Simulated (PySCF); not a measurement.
Species: methylidenesilylene, CH2Si (singlet state).
Cartesian coordinates in Å at the PBE0-D3(BJ)/def2-SVP level; atoms count from 1:
```
atom  x, y, z in Å
C1    -0.1166    0.0123   -0.2048
Si2    1.5543   -0.1075   -0.5558
H3    -0.7626    0.8215   -0.5762
H4    -0.6546   -0.7168    0.4195
```

Computed with core-valence-separated Tamm–Dancoff BHandHLYP/aug-pcX-1 (pcseg-1 on H, def2-SVPD on Si) in PySCF, non-relativistic, gas phase, PBE0-D3(BJ)/def2-SVP geometry. BHandHLYP without relativity tends to put these K edges a few eV too low, so spacings mean more than positions.

(1) List the carbon K-edge absorption lines.

Answers

(1) 
```csv
E (eV),f,core hole on,main final orbital,polarisation
281.71,0.0540,C1,LUMO+1 (90 %),out of plane
282.12,0.0010,C1,LUMO (98 %),in plane
285.21,0.0042,C1,LUMO+2 (89 %),in plane
285.84,0.0296,C1,LUMO+4 (79 %),in plane
286.65,0.0222,C1,LUMO+6 (81 %),in plane
286.91,0.0064,C1,LUMO+5 (95 %),out of plane
286.96,0.0034,C1,LUMO+3 (89 %),in plane
```

The first line with a tenth or more of the strongest one's intensity is at 281.71 eV (f = 0.054), with the hole on C1 (carbon bonded to Si and 2 H), polarised out of plane: a 1s→π* resonance. It is also the strongest listed.

Roots within 0.03 eV whose holes lie on the same, on equivalent or on shared atoms are summed into one line, and the highest roots are left out, as the search may have cut off their partners. Final orbitals are the ground state's empty Kohn–Sham orbitals.

Question: What length of transition dipole belongs to the line at 286.65 eV?

Answer: From f = (2/3) ΔE |μ|² in atomic units, with ΔE = 10.534 Eh and f = 0.0222: |μ| = 0.056 au = 0.14 D.

Only the lowest roots of each edge were sought.
